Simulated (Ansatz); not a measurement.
Basis-set extrapolation for `[C-]#[NH+]` (PBE0-D4/def2-TZVP geometry, frozen core, the Gaussian-basis code of Ansatz). Multiplicity 1, RHF reference.

```
                     cc-pV(T+d)Z  cc-pV(Q+d)Z
                 HF   -92.892702   -92.899271
    MP2 correlation    -0.331949    -0.354201
CCSD(T) correlation    -0.358428    -0.378252
```

Energies in hartree. Use E(X) = E(∞) + A·exp(−5.46·√X) for Hartree–Fock and E(X) = E(∞) + B·X^(−3.05) for correlation, with X = 3 and 4.

What is the CCSD(T) energy at the basis-set limit?

HF limit: -92.899271 + (-0.006569) × 0.30130 = -92.90125. Correlation limit: -0.378252 + (-0.019824) × 0.71189 = -0.39236. Total: -93.29361 hartree, 26.7 kcal/mol below CCSD(T)/cc-pV(T+d)Z.
